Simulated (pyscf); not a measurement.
# Routes from :HSi–Cl (SMILES [SiH]Cl) [singlet] + H₂ (SMILES [H][H])

Candidate steps break at most two bonds and form at most two. Each was searched with GFN2-xTB (tblite) first. PySCF, gas phase, ωB97X-D3(BJ)/def2-SVP geometries. Energies: ωB97M-D3(BJ)/def2-TZVP, kJ/mol, from the separated reactants, singlet surface; ΔG‡ with ideal gas, 1 atm, RRHO with modes under 100 cm⁻¹ raised to 100, one conformer, R ln 2 for chiral ones without a mode under 150 cm⁻¹.

```csv
products,type,ΔE‡,ΔE,ΔG‡ 298 K,ΔG‡ 900 K,ν‡ (cm⁻¹)
H₃Si–Cl,insertion,67.4,-207.2,105.0,178.9,1310i
SiH₂ [singlet] + HCl,four-centre exchange,102.0,+116.3,–,–,907i
```

A dash marks a saddle under its separated products, where this table gives no free-energy barrier. Row 2: On the product side the descent ends in a bound adduct, 42.9 kJ/mol under the separated species and 22.3 kJ/mol under the saddle at ωB97X-D3(BJ)/def2-TZVP. 

Plain bond fissions and candidates not yet searched are not listed, and one of them may be faster. Each barrier is that of the saddle found; lower ones may exist.
